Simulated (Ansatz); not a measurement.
# Relaxing Rb2Li

The calculation used DFT PBE, scalar-relativistic, plane waves, PAW in Ansatz. Cutoff 420 eV, Γ-centred k mesh, Gaussian smearing, no spin polarisation in the final step.

Rb2Li was placed on the CaC2 structure type (I4/mmm, No. 139), with Li in place of Ca, Rb in place of C, at a guessed volume.

```xyz
3
Lattice="-2.4729 2.4729 4.0558 2.4729 -2.4729 4.0558 2.4729 2.4729 -4.0558" Properties=species:S:1:pos:R:3 pbc="T T T"
Rb    0.0000    0.0000    4.8102
Rb    0.0000    0.0000    3.3014
Li    0.0000    0.0000    0.0000
```

Cell and atoms relax at zero pressure; the relaxation can't lower the symmetry of the start. After a coarse first stage the cell is made exact in the group found at 0.06 Å.

The zero of energy is the elements' standard structures at the same level; no fitted shifts are applied.

(1) Which crystal results?

(2) What are its volume, energy, density and gap?

Answers

(1) It keeps I4/mmm (No. 139), but not the shape of the type it started on. The result has the MoSi2 (C11b) structure. Conventional cell: a = 4.822 Å, c = 16.995 Å. Rb is coordinated by 4 Li at 4.14 Å, 5 Rb at 4.68–4.82 Å and 4 Rb at 5.12 Å; Li is coordinated by 8 Rb at 4.14 Å and 4 Li at 4.82 Å.

```xyz
3
Lattice="-2.4112 2.4112 8.4974 2.4112 -2.4112 8.4974 2.4112 2.4112 -8.4974" Properties=species:S:1:pos:R:3 pbc="T T T"
Rb    0.0000    0.0000   10.8398
Rb    0.0000    0.0000    6.1551
Li    0.0000    0.0000    0.0000
```

(2) The volume per atom is 65.87 Å³, the density is 1.49 g/cm³ and the energy over the elements is 0.14 eV/atom. The gap on the 12×12×12 mesh is 0 eV (a metal).

The final run used a 12×12×12 mesh on its 3-atom cell and 0.10 eV smearing. The k mesh leaves about 4 meV/atom of noise in metals. A structure relaxed within its symmetry needn't be a true minimum.

Cost: 3 runs of about 3 core-minutes in all, on Intel Xeon 6975P-C (Granite Rapids) (shared hosts).